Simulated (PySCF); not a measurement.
Molecule: SMILES F[C@H]1CS1, C2H3FS.

Bonds (- single, = double, # triple, : aromatic): F1-C2, C2-C3, C3-S4, S4-C2. C2 carries H5; C3 carries H6, H7. Stereochemistry as in F[C@H]1CS1. H6 is cis to F1 on the ring; H7 is trans to F1 on the ring.

Frames of a GFN2-xTB Langevin trajectory at 300 K; GIAO PBE0/pcSseg-1 shieldings in PySCF 2.14.0 with density-fitted response routines, gas phase, non-relativistic; equivalent atoms averaged within each frame.

δ = σ(ref) − σ, references computed at the same level: ¹⁹F (σ = 170.95 ppm) against CFCl3; ¹³C (σ = 186.93 ppm) and ¹H (σ = 31.72 ppm) against TMS; ³³S (σ = 503.73 ppm) against CS2. The references are static minima.

How do the shifts (ppm) fluctuate along the trajectory?

Results:


```csv
time (fs),F1,C2,C3,S4,H5,H6,H7
250,-194.0,86.0,25.9,-175,6.74,2.48,1.07
425,-161.3,99.0,16.7,-187,7.36,2.42,1.03
625,-190.1,89.8,34.9,-124,6.49,3.34,2.54
800,-191.8,91.3,25.8,-144,6.27,2.75,1.96
1000,-206.9,83.2,26.6,-153,5.65,3.58,2.04
mean of frames,-188.8,89.9,26.0,-157,6.50,2.91,1.73
standard deviation,16.8,6.0,6.4,25,0.63,0.52,0.66
```

5 frames give an uncertainty of the mean of about the standard deviation over 2.2 at best, since frames this close in time may not be independent; classical motion lacks zero-point vibration, and the reference would need the same averaging.
